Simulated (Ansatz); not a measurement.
The input, for Ansatz 0.2.0:

```yaml
crystal:
  periodic: [false, false, false]
  atoms:
    - {symbol: Ge, position_ang: [0.000000, 0.011337, 1.179751]}
    - {symbol: Ge, position_ang: [0.000000, -0.036186, -1.224850]}
    - {symbol: H, position_ang: [0.000000, 1.489247, 2.369033]}
    - {symbol: H, position_ang: [0.000000, -1.257089, 2.067127]}
    - {symbol: H, position_ang: [0.000000, 1.558676, -1.185949]}
basis:
  gaussian: {orbitals: cc-pVDZ}
magnetization: {spin_polarized: false, initial_magnetization: 1}
correlation: {method: bccd_t, electrons: outside_noble_gas, diis_vectors: 12}
output: {forces: true}
```

```sh
$ ansatz run in.yaml --threads 1 --pin off --events-out ev --progress --plain --max-ram 2393MiB
```

Output:

```
786 factors; integrals over basis functions are off by at most 1.2e-3 eV
mean field evaluation 1: about -112990.0794 eV, gradient 9.3e0 eV
mean field evaluation 2: about -112990.0831 eV, gradient 9.3e0 eV
mean field evaluation 4: about -112990.6876 eV, gradient 1.1e0 eV
mean field evaluation 8: about -112990.7103 eV, gradient 1.1e-2 eV
mean field evaluation 16: about -112990.6834 eV, gradient 1.1e0 eV
mean field evaluation 32: about -112988.9434 eV, gradient 1.1e-3 eV
mean field evaluation 64: about -112987.6471 eV, gradient 3.8e-1 eV
mean field -112990.71030253 eV, -4152.3320157638 hartree, gradient 2.4e-6 eV, S^2 0.750000; 2 other end points of the search recorded, 0 dependent functions left out
mean field evaluation 96: about -112990.7746 eV, gradient 1.7e-1 eV
determinant -112990.71030253 eV, -4152.3320157638 hartree, with singles and doubles -112996.37650786 eV, -4152.5402449690 hartree
determinant -112988.94343463 eV, -4152.2670845661 hartree, with singles and doubles -112995.06373397 eV, -4152.4920014184 hartree
determinant -112987.64695287 eV, -4152.2194397401 hartree, with singles and doubles -112993.61357256 eV, -4152.4387089693 hartree
28 core orbitals not correlated: weight in the atoms' cores, before any rotation towards them, 1.000 or more for the frozen orbitals, at most 0.000 for the correlated occupied ones
reference -112990.71030253 eV, -4152.3320157638 hartree; 6, 5 occupied and 35, 36 virtual orbitals, 786 factors
second order -4.51885492 eV of doubles, -0.03551773 eV of singles
cycle   1  -5.66179910 eV  change    4.4e-3 eV  update   4.6e-3
cycle   2  -5.66107926 eV  change    7.2e-4 eV  update   1.6e-3
cycle   3  -5.66009146 eV  change    9.9e-4 eV  update   1.1e-3
cycle   4  -5.65994102 eV  change    1.5e-4 eV  update   5.7e-4
cycle   5  -5.66005893 eV  change   -1.2e-4 eV  update   2.6e-4
cycle   6  -5.66007490 eV  change   -1.6e-5 eV  update   1.1e-4
cycle   7  -5.66007402 eV  change    8.8e-7 eV  update   4.8e-5
cycle   8  -5.66007220 eV  change    1.8e-6 eV  update   1.9e-5
cycle   9  -5.66006783 eV  change    4.4e-6 eV  update   7.0e-6
cycle  10  -5.66006663 eV  change    1.2e-6 eV  update   3.0e-6
cycle  11  -5.66006697 eV  change   -3.5e-7 eV  update   1.3e-6
cycle  12  -5.66006744 eV  change   -4.7e-7 eV  update   5.0e-7
perturbative correction -0.19983350 eV, -0.0073437455 hartree
the calculation of the forces begins
Total energy: -112996.57020347 eV, -4152.5473631514 hartree
Atom 0 at     0.000000     0.011337     1.179751 Å, force     0.000000     2.083326     1.880738 eV/Å
Atom 1 at     0.000000    -0.036186    -1.224850 Å, force     0.000000    -0.009636    -0.367186 eV/Å
Atom 2 at     0.000000     1.489247     2.369033 Å, force    -0.000000    -2.070840    -1.606209 eV/Å
Atom 3 at     0.000000    -1.257089     2.067127 Å, force    -0.000000    -0.074350     0.163989 eV/Å
Atom 4 at     0.000000     1.558676    -1.185949 Å, force     0.000000     0.071499    -0.071331 eV/Å
Dipole moment:    -0.000000    -0.090499     0.007714 e Å
```

Forces (eV/Å):
```
Ge   0.000  2.083  1.881
Ge   0.000 -0.010 -0.367
H    0.000 -2.071 -1.606
H    0.000 -0.074  0.164
H    0.000  0.071 -0.071
```

Ran on 1 thread of AMD EPYC 9R14, shared host: 11 s wall, 0.3 GiB peak host memory.
